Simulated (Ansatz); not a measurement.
hcp Lu, treated with PBEsol in Ansatz (PAW).

Run with plane-wave cutoff 520 eV, 18×18×10 k mesh (along the axes of the cell as run), Fermi–Dirac smearing 0.05 eV, scalar-relativistic PAW data made under PBE.

Starting structure:

```
CELL_PARAMETERS angstrom
      3.50000     0.00000     0.00000
     -1.75000     3.03109     0.00000
      0.00000     0.00000     5.55000
ATOMIC_POSITIONS crystal
  Lu 0.66667 0.33333 0.75000
  Lu 0.33333 0.66667 0.25000
```

Into what structure does the relaxation of cell and atoms lead at this level, with the symmetry of the start kept?

The volume decreases by 6.6 %; final space group P6_3/mmc.
```
CELL_PARAMETERS angstrom
      3.44424     0.00000     0.00000
     -1.72212     2.98280     0.00000
      0.00000     0.00000     5.35065
ATOMIC_POSITIONS crystal
  Lu 0.66667 0.33333 0.75000
  Lu 0.33333 0.66667 0.25000
```

Ansatz is a quantum-chemistry and plane-wave program.
